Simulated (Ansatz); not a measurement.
**Si₂F+ (triplet): wave-function methods side by side, cc-pVDZ**

How much of the correlation energy of Si₂F+ (triplet) does each wave-function method recover here?

The runs use Ansatz 0.2.0, Gaussian basis; cc-pVDZ, core rule «outside noble gas», up to 11 orbitals frozen.

To be run: UHF; CCSD(T) on ROHF; CCSD(T) on UHF; BCCD(T) on ROHF; CISD; CCSDT(Q) on ROHF; CCSDT(Q) on UHF.

31 further runs of the same task are left out: 10 for a known fault of the program, 10 that didn't finish, 11 set aside as unsound or not needed.

## (1) What is computed

The geometry is a PBE0/def2-TZVP stationary point (not a proven minimum) of the parent state, kept for this charge and spin.

3 atoms, charge 1, spin multiplicity 3.

Atoms are counted from 1 here; the program's logs count them from 0.

Bond lengths: F1–Si2 1.608 Å, Si2–Si3 2.332 Å. Angles: F1–Si2–Si3 112.2°.

## (2) UHF

in.yaml

```yaml
crystal:
  periodic: [false, false, false]
  atoms:
    - {symbol: F, position_ang: [0.000000, -0.606197, 1.621189]}
    - {symbol: Si, position_ang: [0.000000, 0.594494, 0.550881]}
    - {symbol: Si, position_ang: [0.000000, -0.184433, -1.647532]}
basis:
  gaussian: {orbitals: cc-pVDZ}
total_charge: 1
magnetization: {spin_polarized: true, initial_magnetization: 2}
hamiltonian: {xc: hf}
output: {orbitals: {seedname: orbitals}}
```

Started as:

```
> ansatz run in.yaml --threads 1 --pin off --events-out ev --progress --plain --max-ram 2393MiB
```

Further steps of the session: CCSD(T) on ROHF; CCSD(T) on UHF; BCCD(T) on ROHF; CISD; CCSDT(Q) on ROHF; CCSDT(Q) on UHF.

Before running them: what should the planned runs give, taken together? Wanted: UCCSDT(Q) below the RHF energy; RMP2 from UCCSDT(Q); UMP2 from UCCSDT(Q); RCCSD from UCCSDT(Q); RCCSD(T) from UCCSDT(Q); UCCSD(T) from UCCSDT(Q); RCCSDT(Q) from UCCSDT(Q); T1 diagnostic.

As calculated:

| quantity | value |
| --- | --- |
| UCCSDT(Q) below the RHF energy | -9.6574 eV |
| RMP2 from UCCSDT(Q) | +1184.8 meV |
| UMP2 from UCCSDT(Q) | +1257.1 meV |
| RCCSD from UCCSDT(Q) | +364.1 meV |
| RCCSD(T) from UCCSDT(Q) | +80.7 meV |
| UCCSD(T) from UCCSDT(Q) | +84.4 meV |
| RCCSDT(Q) from UCCSDT(Q) | +5.2 meV |
| levels within 1 kcal/mol (43 meV) | RCCSDT, UCCSDT, RCCSDT(Q) |
| T1 diagnostic | 0.045 |

RCCSD(T) lands +80.7 meV from the yardstick (0.8 % of the correlation energy). These misses are within one basis, not against nature; the frozen cores of restricted and unrestricted runs differ, which can shift their rows.
